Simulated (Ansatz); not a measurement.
## Fluorite CeO2

Calculation: HSE06 in Ansatz (PAW).

Run with plane-wave cutoff 460 eV, 8×8×8 k mesh, Fermi–Dirac smearing 0.01 eV, no spin polarisation, scalar-relativistic PAW data made under PBE.

Cell (measured lattice):

CeO2 is taken in the cubic space group Fm-3m (No. 225), the fluorite structure, Pearson symbol cF12. Cell: a = 5.4097 Å, b = 5.4097 Å, c = 5.4097 Å, α = 90.00°, β = 90.00°, γ = 90.00°. Ce on 4a sees 8 O at 2.342 Å (cubic). O on 8c is surrounded by 4 Ce at 2.342 Å (tetrahedral). (Neighbours: up to the widest gap in distance over summed covalent radii, below 1.35, at either atom; cation-cation and far metal-metal contacts left out.)
(The calculation used a cell of 3 atoms; values per cell refer to that cell.)

```json
{
 "band_gap": "3.59 eV",
 "smallest_direct_gap_on_the_k_points_sampled": "3.74 eV",
 "direct gap at Γ": "4.70 eV"
}
```

Measured, for comparison: band gap 3 eV (temperature not stated, not corrected to a static lattice, O 2p to Ce 4f, our sources range from 3.00 to 3.20; as tabulated in Tran et al. (2019), arXiv:1908.01820).

Note: cell and atoms aren't relaxed at this level (pressure -1.8 GPa).

Spin–orbit coupling is not included.

Computed values are for the static lattice.

It cost about 4 core-minutes (a rough figure) of CPU time.

Ansatz is a quantum-chemistry and plane-wave program.
